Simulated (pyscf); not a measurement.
H₂O + HS–Zn–Cl → HO–Zn–Cl + H₂S, a four-centre exchange (singlet surface; H–O, S–Zn broken, O–Zn, H–S formed). PySCF, gas phase, ωB97X-D3(BJ)/def2-SVP geometries. Energies in kcal/mol from the separated reactants.

Small-basis levels: PySCF, no dispersion term, spherical d functions. 

Problem. Quick SVWN5/6-31G*+LANL2DZ single points give ΔE‡ = -14.3 kcal/mol and ΔE = +9.1 kcal/mol. What does ωB97M-D3(BJ)/def2-TZVP give, and how far is the quick result from it?

Solution. ωB97M-D3(BJ)/def2-TZVP gives ΔE‡ = 10.0 kcal/mol and ΔE = +14.2 kcal/mol. SVWN5/6-31G*+LANL2DZ lies 24.4 kcal/mol under it in the barrier and 5.1 kcal/mol under it in the reaction energy, so on this step it does not hold to within 3.0 kcal/mol. ωB97M-D3(BJ)/def2-TZVP has limits of its own. On the reactant side the descent ends in an adduct with a O–Zn contact (not fully relaxed), 15.7 kcal/mol under the separated species and 24.3 kcal/mol under the saddle at ωB97X-D3(BJ)/def2-TZVP. On the product side the descent ends in an adduct with a S–Zn contact, 12.9 kcal/mol under the separated species and 5.8 kcal/mol under the saddle at ωB97X-D3(BJ)/def2-TZVP. At ωB97M-D3(BJ) the saddle lies under the separated products, which points to a path from their complex (located at ωB97X-D3(BJ) alone), and parting the products costs more than the saddle. What is counted as formed (O–Zn) is already present as a longer contact in the reactant adduct; forming that adduct is a step of its own. What is counted as broken (S–Zn) persists as a longer contact in the product adduct; parting that adduct is a step of its own. One saddle was located; it need not be the lowest between these sides. In the def2 sets elements up to Kr have no core potential.
